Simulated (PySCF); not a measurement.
Gas-phase reaction: i-Si₄H₁₀ + H₂ = 4 SiH₃

Computed with PySCF and rigid-rotor harmonic-oscillator thermochemistry at 1 bar. † marks an energy on the PBE0/def2-TZVP geometry and frequencies; other levels use their own. MP2 and CCSD(T) freeze the core. 6-31G* has spherical d functions here. Open shells (unrestricted): SiH₃ (multiplicity 2); the rest are closed-shell singlets. MP2 isn't extrapolated to the basis-set limit; its ΔH°(298 K) is 585.1 kJ in def2-SVP and 625.8 kJ in def2-TZVPP. CCSD(T) isn't extrapolated to the basis-set limit. The harmonic model lacks anharmonicity and excited electronic states, which grow with temperature; levels with a mode under 35 cm⁻¹ are left out. Internal rotation in i-Si₄H₁₀ is treated as a harmonic vibration of one conformer, which makes the entropy rough.

```json
[
 {"level": "CCSD(T)/def2-SVP†", "ΔE electronic, kJ": "601", "ΔH°(298 K), kJ": "581", "ΔS°(298 K), J/K": "329", "ΔG°(800 K), kJ": "328"},
 {"level": "HF/6-31G*", "ΔE electronic, kJ": "449", "ΔH°(298 K), kJ": "428", "ΔS°(298 K), J/K": "332", "ΔG°(800 K), kJ": "172"},
 {"level": "HF/def2-TZVP†", "ΔE electronic, kJ": "438", "ΔH°(298 K), kJ": "418", "ΔS°(298 K), J/K": "329", "ΔG°(800 K), kJ": "165"},
 {"level": "MP2/def2-SVP†", "ΔE electronic, kJ": "605", "ΔH°(298 K), kJ": "585", "ΔS°(298 K), J/K": "329", "ΔG°(800 K), kJ": "332"},
 {"level": "MP2/def2-TZVPP†", "ΔE electronic, kJ": "645", "ΔH°(298 K), kJ": "626", "ΔS°(298 K), J/K": "329", "ΔG°(800 K), kJ": "372"},
 {"level": "LDA/def2-TZVP†", "ΔE electronic, kJ": "728", "ΔH°(298 K), kJ": "708", "ΔS°(298 K), J/K": "329", "ΔG°(800 K), kJ": "455"}
]
```
ΔH° is lowest at HF/def2-TZVP† and highest at LDA/def2-TZVP†. No reference value is set beside these.
